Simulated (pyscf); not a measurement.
**Four-centre exchange: O=Si(OH)–OH + hydrogen (H₂) → O=Si(OH)–OH + hydrogen (H₂)**

Gas phase, singlet surface, charge 0. Bonds broken: O3–H7, H5–H8. Bonds formed: O3–H5, H7–H8. Optimised with ωB97X-D3(BJ)/def2-SVP in PySCF.

Transition state (Å):

```xyz
8

O     -1.5264     1.8318    -0.2478
Si    -0.3691     0.8534    -0.0988
O     -0.4429    -0.6481     0.5560
O      1.1717     1.1333    -0.5731
H     -1.6329    -1.3370     0.5805
H      1.7900     0.4114    -0.4095
H     -1.4274    -0.9633     1.4653
H     -2.2533    -1.5167     1.3457
```

One imaginary mode, 2658i cm⁻¹; descent along it reached the two sides named.

```
bond   change  reactant side (Å)  saddle  product side
-----  ------  -----------------  ------  ------------
O3–H7  breaks              0.959   1.377           2.8
H5–H8  breaks              0.753   1.001         2.030
O3–H5   forms                3.0   1.375         0.965
H7–H8   forms              2.247   1.001         0.765
```

Electronic energies relative to the separated reactants (kcal/mol):

| level | barrier | reaction energy | reverse barrier |
|---|---|---|---|
| ωB97X-D3(BJ)/def2-TZVP | 71.6 | 0.0 | 71.6 |
| PBE/def2-TZVP | 62.3 | 0.0 | 62.3 |
| r²SCAN/def2-TZVP | 67.4 | 0.0 | 67.4 |
| B3LYP-D3(BJ)/def2-TZVP | 68.7 | 0.0 | 68.7 |
| PBE0-D3(BJ)/def2-TZVP | 67.4 | 0.0 | 67.4 |
| M06-2X/def2-TZVP | 73.8 | 0.0 | 73.8 |
| ωB97M-D3(BJ)/def2-TZVP | 70.6 | 0.0 | 70.6 |
| HF/def2-TZVP | 91.7 | 0.0 | 91.7 |

With ωB97M-D3(BJ)/def2-TZVP energies and thermal terms (ideal gas, 1 atm, RRHO with modes under 100 cm⁻¹ raised to 100, one conformer, R ln 2 for chiral ones without a mode under 150 cm⁻¹), in kcal/mol:

| T (K) | ΔH‡ | ΔG‡ | ΔH | ΔG |
|---|---|---|---|---|
| 298 | 70.2 | 77.3 | 0.0 | 0.0 |
| 600 | 69.4 | 84.8 | 0.0 | 0.0 |
| 900 | 69.2 | 92.6 | 0.0 | 0.0 |
| 1200 | 69.4 | 100.3 | 0.0 | 0.0 |

The same reactants have a lower exit, to HO–SiH(OH)–OH (barrier +15.0 kcal/mol at ωB97M-D3(BJ)/def2-TZVP, against +70.6 kcal/mol here). Another saddle between the same species, by other bonds, lies lower (33.8 kcal/mol against 70.6 kcal/mol at ωB97M-D3(BJ)/def2-TZVP).
